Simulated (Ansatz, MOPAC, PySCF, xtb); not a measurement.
Potential energy curve for BeH, doublet.

Computed with: GFN1-xTB (xtb); PM3, unrestricted, heats of formation (MOPAC); UKS-B3LYP/LANL2DZ = PySCF with unrestricted B3LYP/LANL2DZ; FCI = full CI/cc-pVDZ, frozen core (Ansatz, an electronic-structure program).

Energies relative to the lowest point of each curve near equilibrium, in kJ/mol; the last columns give the difference from FCI:

```json
[
 {"R / Å": "1.09", "GFN1-xTB": "44.1", "PM3": "33.2", "UKS-B3LYP/LANL2DZ": "72.1", "FCI": "73.4", "GFN1-xTB − FCI": "-29.4", "PM3 − FCI": "-40.2", "UKS-B3LYP/LANL2DZ − FCI": "-1.3"},
 {"R / Å": "1.14", "GFN1-xTB": "22.6", "PM3": "18.9", "UKS-B3LYP/LANL2DZ": "44.2", "FCI": "44.8", "GFN1-xTB − FCI": "-22.2", "PM3 − FCI": "-25.9", "UKS-B3LYP/LANL2DZ − FCI": "-0.6"},
 {"R / Å": "1.23", "GFN1-xTB": "3.2", "PM3": "3.9", "UKS-B3LYP/LANL2DZ": "13.5", "FCI": "13.5", "GFN1-xTB − FCI": "-10.3", "PM3 − FCI": "-9.5", "UKS-B3LYP/LANL2DZ − FCI": "0.0"},
 {"R / Å": "1.28", "GFN1-xTB": "0.0", "PM3": "0.5", "UKS-B3LYP/LANL2DZ": "4.8", "FCI": "4.7", "GFN1-xTB − FCI": "-4.7", "PM3 − FCI": "-4.2", "UKS-B3LYP/LANL2DZ − FCI": "0.1"},
 {"R / Å": "1.33", "GFN1-xTB": "0.5", "PM3": "0.0", "UKS-B3LYP/LANL2DZ": "0.7", "FCI": "0.6", "GFN1-xTB − FCI": "-0.1", "PM3 − FCI": "-0.6", "UKS-B3LYP/LANL2DZ − FCI": "0.1"},
 {"R / Å": "1.36", "GFN1-xTB": "2.3", "PM3": "0.9", "UKS-B3LYP/LANL2DZ": "0.0", "FCI": "0.0", "GFN1-xTB − FCI": "2.3", "PM3 − FCI": "0.9", "UKS-B3LYP/LANL2DZ − FCI": "0.0"},
 {"R / Å": "1.39", "GFN1-xTB": "4.9", "PM3": "2.6", "UKS-B3LYP/LANL2DZ": "0.5", "FCI": "0.6", "GFN1-xTB − FCI": "4.3", "PM3 − FCI": "2.1", "UKS-B3LYP/LANL2DZ − FCI": "-0.1"},
 {"R / Å": "1.43", "GFN1-xTB": "9.6", "PM3": "6.2", "UKS-B3LYP/LANL2DZ": "2.8", "FCI": "3.0", "GFN1-xTB − FCI": "6.6", "PM3 − FCI": "3.2", "UKS-B3LYP/LANL2DZ − FCI": "-0.2"},
 {"R / Å": "1.51", "GFN1-xTB": "22.2", "PM3": "16.9", "UKS-B3LYP/LANL2DZ": "11.7", "FCI": "12.2", "GFN1-xTB − FCI": "10.0", "PM3 − FCI": "4.7", "UKS-B3LYP/LANL2DZ − FCI": "-0.4"},
 {"R / Å": "1.57", "GFN1-xTB": "33.8", "PM3": "27.6", "UKS-B3LYP/LANL2DZ": "21.3", "FCI": "21.9", "GFN1-xTB − FCI": "11.9", "PM3 − FCI": "5.7", "UKS-B3LYP/LANL2DZ − FCI": "-0.6"},
 {"R / Å": "1.66", "GFN1-xTB": "53.5", "PM3": "46.5", "UKS-B3LYP/LANL2DZ": "38.9", "FCI": "39.6", "GFN1-xTB − FCI": "13.8", "PM3 − FCI": "6.8", "UKS-B3LYP/LANL2DZ − FCI": "-0.8"},
 {"R / Å": "1.83", "GFN1-xTB": "93.2", "PM3": "83.8", "UKS-B3LYP/LANL2DZ": "77.3", "FCI": "77.7", "GFN1-xTB − FCI": "15.5", "PM3 − FCI": "6.1", "UKS-B3LYP/LANL2DZ − FCI": "-0.4"},
 {"R / Å": "2.07", "GFN1-xTB": "147.8", "PM3": "122.7", "UKS-B3LYP/LANL2DZ": "131.3", "FCI": "128.9", "GFN1-xTB − FCI": "18.8", "PM3 − FCI": "-6.2", "UKS-B3LYP/LANL2DZ − FCI": "2.4"},
 {"R / Å": "2.22", "GFN1-xTB": "179.2", "PM3": "138.4", "UKS-B3LYP/LANL2DZ": "159.8", "FCI": "153.8", "GFN1-xTB − FCI": "25.4", "PM3 − FCI": "-15.4", "UKS-B3LYP/LANL2DZ − FCI": "6.0"},
 {"R / Å": "2.47", "GFN1-xTB": "224.7", "PM3": "159.3", "UKS-B3LYP/LANL2DZ": "194.0", "FCI": "179.0", "GFN1-xTB − FCI": "45.6", "PM3 − FCI": "-19.8", "UKS-B3LYP/LANL2DZ − FCI": "14.9"},
 {"R / Å": "2.73", "GFN1-xTB": "260.8", "PM3": "177.0", "UKS-B3LYP/LANL2DZ": "214.1", "FCI": "188.7", "GFN1-xTB − FCI": "72.1", "PM3 − FCI": "-11.7", "UKS-B3LYP/LANL2DZ − FCI": "25.4"},
 {"R / Å": "2.96", "GFN1-xTB": "283.4", "PM3": "187.5", "UKS-B3LYP/LANL2DZ": "223.4", "FCI": "190.8", "GFN1-xTB − FCI": "92.6", "PM3 − FCI": "-3.4", "UKS-B3LYP/LANL2DZ − FCI": "32.5"},
 {"R / Å": "3.26", "GFN1-xTB": "302.3", "PM3": "193.9", "UKS-B3LYP/LANL2DZ": "228.9", "FCI": "191.0", "GFN1-xTB − FCI": "111.4", "PM3 − FCI": "3.0", "UKS-B3LYP/LANL2DZ − FCI": "38.0"},
 {"R / Å": "3.71", "GFN1-xTB": "317.1", "PM3": "196.4", "UKS-B3LYP/LANL2DZ": "231.9", "FCI": "190.4", "GFN1-xTB − FCI": "126.7", "PM3 − FCI": "6.0", "UKS-B3LYP/LANL2DZ − FCI": "41.5"},
 {"R / Å": "4.08", "GFN1-xTB": "323.4", "PM3": "196.8", "UKS-B3LYP/LANL2DZ": "232.9", "FCI": "190.2", "GFN1-xTB − FCI": "133.2", "PM3 − FCI": "6.6", "UKS-B3LYP/LANL2DZ − FCI": "42.7"},
 {"R / Å": "4.73", "GFN1-xTB": "328.6", "PM3": "196.8", "UKS-B3LYP/LANL2DZ": "233.8", "FCI": "190.1", "GFN1-xTB − FCI": "138.6", "PM3 − FCI": "6.8", "UKS-B3LYP/LANL2DZ − FCI": "43.8"},
 {"R / Å": "5.37", "GFN1-xTB": "—", "PM3": "196.8", "UKS-B3LYP/LANL2DZ": "234.3", "FCI": "190.1", "GFN1-xTB − FCI": "—", "PM3 − FCI": "6.7", "UKS-B3LYP/LANL2DZ − FCI": "44.2"}
]
```

GFN1-xTB is furthest from FCI at 4.73 (138.6 kJ/mol, above); its mean absolute difference over the points is 42.6 kJ/mol.

PM3 is furthest from FCI at 1.09 (-40.2 kJ/mol, below); its mean absolute difference over the points is 8.9 kJ/mol.

UKS-B3LYP/LANL2DZ is furthest from FCI at 5.37 (44.2 kJ/mol, above); its mean absolute difference over the points is 13.5 kJ/mol.

Dashes: no converged value, or the column stops at the first point that the program doubted or that broke a chosen test of continuity, which isn't proof of a fault.
